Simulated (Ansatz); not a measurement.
Input and output for BH2Me (CH5B).

```yaml
crystal:
  periodic: [false, false, false]
  atoms:
    - {symbol: B, position_ang: [0.436416, 0.763522, 0.013520]}
    - {symbol: H, position_ang: [1.634268, 0.780066, 0.027272]}
    - {symbol: H, position_ang: [-0.142343, 1.804246, -0.117301]}
    - {symbol: C, position_ang: [-0.337797, -0.574909, 0.072576]}
    - {symbol: H, position_ang: [-0.403681, -0.871095, -0.990504]}
    - {symbol: H, position_ang: [-1.369160, -0.506910, 0.423138]}
    - {symbol: H, position_ang: [0.182296, -1.394920, 0.571288]}
basis:
  gaussian: {orbitals: STO-3G, point_charges: [{charge: 0.50, position_ang: [5.133, -0.673, -0.782]}]}
hamiltonian: {xc: {name: HF}}
correlation: {method: bccd_t}
scf: {omitted_lower_state_checks: [starts]}
```

```sh
$ ansatz run in.yaml --threads 4 --pin off --events-out ev --progress --plain --max-ram 3916MiB
```

It prints (some lines left out):

```
Functional definition: HF
197 factors; integrals over basis functions are off by at most 9.4e-5 eV
mean field evaluation 1: about -1758.9375 eV, gradient 1.2e1 eV
mean field evaluation 2: about -1758.9901 eV, gradient 1.2e1 eV
mean field evaluation 4: about -1759.6426 eV, gradient 2.2e-1 eV
mean field evaluation 8: about -1759.6425 eV, gradient 1.2e-6 eV
mean field -1759.64245039 eV, -64.6656673233 hartree, gradient 1.0e-6 eV, S^2 0.000000; 0 other end points of the search recorded, 0 dependent functions left out
2 core orbitals not correlated: weight in the atoms' cores, before any rotation towards them, 1.000 or more for the frozen orbitals, at most 0.000 for the correlated occupied ones
reference -1759.64245039 eV, -64.6656673233 hartree; 6, 6 occupied and 7, 7 virtual orbitals, 197 factors
second order -2.36137756 eV of doubles, -0.00000000 eV of singles
cycle   1  -2.94697077 eV  change   -5.9e-1 eV  update   5.4e-2
cycle   2  -3.21960003 eV  change   -2.7e-1 eV  update   1.9e-2
cycle   3  -3.23185050 eV  change   -1.2e-2 eV  update   3.0e-3
cycle   4  -3.23326394 eV  change   -1.4e-3 eV  update   9.2e-4
cycle   5  -3.23332310 eV  change   -5.9e-5 eV  update   2.0e-4
cycle   6  -3.23327777 eV  change    4.5e-5 eV  update   4.4e-5
cycle   7  -3.23327729 eV  change    4.7e-7 eV  update   2.0e-5
cycle   8  -3.23328197 eV  change   -4.7e-6 eV  update   7.4e-6
perturbative correction -0.02091591 eV, -0.0007686456 hartree
Total energy: -1762.89664827 eV, -64.7852568897 hartree
Checks for a lower state left out: starts
```

Correlated methods freeze 2 core orbitals.
